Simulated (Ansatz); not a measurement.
This geometry of BFH2 + H3P (8 atoms, charge 0, multiplicity 1) is a first-order saddle point.

Computed with Ansatz 0.2.0, RKS B3LYP-D4/def2-SVP.

```xyz
8
Properties=species:S:1:pos:R:3
B 0.112 -0.293 0.210
H -0.273 0.369 1.280
H 1.250 0.066 0.066
F -0.814 -0.223 -0.779
P 0.391 -2.362 0.939
H -0.821 -2.770 0.307
H 1.179 -2.504 -0.237
H -0.240 -0.706 1.392
```

(1) Which two structures does it join? (They come from a converged band through this point; their orientation in space is the band's.)

(2) How far does it lie above each of them?

Results:

(1) Bonds broken: B1–H2, P5–H8. Bonds formed: B1–P5, H2–H8. BFH2 + H3P becomes BFH3P + H2.

First end point:

```xyz
8
Properties=species:S:1:pos:R:3
B 0.009 0.380 -0.055
H -0.224 0.784 1.059
H 1.118 0.263 -0.518
F -1.018 0.079 -0.830
P 0.230 -3.016 1.110
H -0.727 -2.602 0.133
H 1.334 -2.478 0.380
H 0.062 -1.833 1.898
```

Last end point:

```xyz
8
Properties=species:S:1:pos:R:3
B 0.273 -0.742 -0.301
H -0.681 0.799 2.200
H 1.278 -0.078 -0.411
F -0.886 -0.159 -0.573
P 0.321 -2.530 0.395
H -0.706 -3.102 -0.409
H 1.430 -2.978 -0.377
H -0.244 0.369 2.652
```

(2) 27.7 kcal/mol above the first and 25.0 kcal/mol above the second. This is the barrier of this one path; another mechanism may lie lower. The orbitals stay closed-shell, which can raise the energy where a bond breaks towards radicals; this wasn't checked here.

Time of the run: 7 min on 1 thread of Arm Neoverse V1, with other jobs on the host, peak memory 0.13 GiB.
